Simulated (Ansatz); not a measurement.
Abridged output of a molecular run in Ansatz:

```
Functional definition: HF
397 factors; integrals over basis functions are off by at most 5.2e-4 eV
mean field evaluation 1: about -7424.1355 eV, gradient 3.5e1 eV
mean field evaluation 2: about -7424.2602 eV, gradient 3.5e1 eV
mean field evaluation 4: about -7428.4415 eV, gradient 3.7e0 eV
mean field evaluation 8: about -7428.8053 eV, gradient 7.3e-1 eV
mean field evaluation 16: about -7428.8349 eV, gradient 1.2e-4 eV
mean field -7428.83485258 eV, -273.0046453872 hartree, gradient 4.7e-6 eV, S^2 0.793315; 2 other end points of the search recorded, 0 dependent functions left out
3 core orbitals not correlated: weight in the atoms' cores, before any rotation towards them, 1.000 or more for the frozen orbitals, at most 0.000 for the correlated occupied ones
reference -7428.83485258 eV, -273.0046453872 hartree; 10, 9 occupied and 29, 30 virtual orbitals, 397 factors
second order -14.94338375 eV of doubles, -0.00000000 eV of singles
cycle   1  -14.75714758 eV  change    1.9e-1 eV  update   1.3e-1
cycle   2  -15.38572270 eV  change   -6.3e-1 eV  update   5.0e-2
cycle   3  -15.69056734 eV  change   -3.0e-1 eV  update   4.4e-2
cycle   4  -15.72783686 eV  change   -3.7e-2 eV  update   1.9e-2
cycle   5  -15.72559231 eV  change    2.2e-3 eV  update   8.1e-3
cycle   6  -15.73072665 eV  change   -5.1e-3 eV  update   2.7e-3
cycle   7  -15.73108975 eV  change   -3.6e-4 eV  update   1.1e-3
cycle   8  -15.73080609 eV  change    2.8e-4 eV  update   4.5e-4
cycle   9  -15.73103901 eV  change   -2.3e-4 eV  update   1.8e-4
cycle  10  -15.73093129 eV  change    1.1e-4 eV  update   6.5e-5
cycle  11  -15.73097359 eV  change   -4.2e-5 eV  update   3.1e-5
cycle  12  -15.73099594 eV  change   -2.2e-5 eV  update   1.4e-5
perturbative correction -0.49090158 eV, -0.0180403002 hartree
Total energy: -7445.05675010 eV, -273.6007891254 hartree
Checks for a lower state left out: cluster_reference
```

Its atoms:

Z-matrix (Å, degrees):
```
O
F 1 1.297
F 1 1.297 2 108.0
```

Task: Which basis set was used?
A. def2-QZVPP
B. def2-SVPD
C. def2-TZVPP
D. cc-pV(D+d)Z

Result: D. It gives 42 functions.

Task: Write the keys of the input that set method, charge and spin (a neutral closed shell needs none for the last two).

Result: 
```yaml
total_charge: 1
magnetization: {spin_polarized: true, initial_magnetization: 1}
correlation: {method: ccsd_t}
scf: {omitted_lower_state_checks: [cluster_reference]}
```
